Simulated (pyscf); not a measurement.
This saddle point was located with ωB97X-D3(BJ)/def2-SVP in PySCF.

```xyz
9

Cl    -0.2266    -0.3101     1.9801
Si    -0.9415    -0.3068     0.0498
Cl    -1.5842    -1.9996    -0.9293
Cl    -2.8231     0.5552     0.4278
H      0.6936    -0.8047    -0.4238
N     -0.2963     1.0490    -1.0389
H      0.5962     0.1308    -0.9202
H     -0.8033     1.1765    -1.9182
H     -0.1841     1.9571    -0.5816
```
Charge 0, spin multiplicity 1.

Surface: singlet, charge 0. Lowest wavenumbers (cm⁻¹): 1533i, 80, 107, 119, 222.

Q: What reaction is this the transition state of?

A: trichlorosilane (Cl–SiH(Cl)–Cl) + ammonia (NH₃) <-> H₂N–Si(Cl)(Cl)–Cl + hydrogen (H₂), a four-centre exchange read from left to right: H–Si, H–N broken and N–Si, H–H formed. At ωB97M-D3(BJ)/def2-TZVP it lies +1.64 eV from the left side and +2.15 eV from the right (each side as separated species at their lowest minima found). On the reactant side the descent ends in an adduct with a N–Si contact (not fully relaxed), 0.25 eV under the separated species and 1.87 eV under the saddle at ωB97X-D3(BJ)/def2-TZVP. What is counted as formed (N–Si) is already present as a longer contact in the reactant adduct; forming that adduct is a step of its own. One saddle was located; it need not be the lowest between these sides.
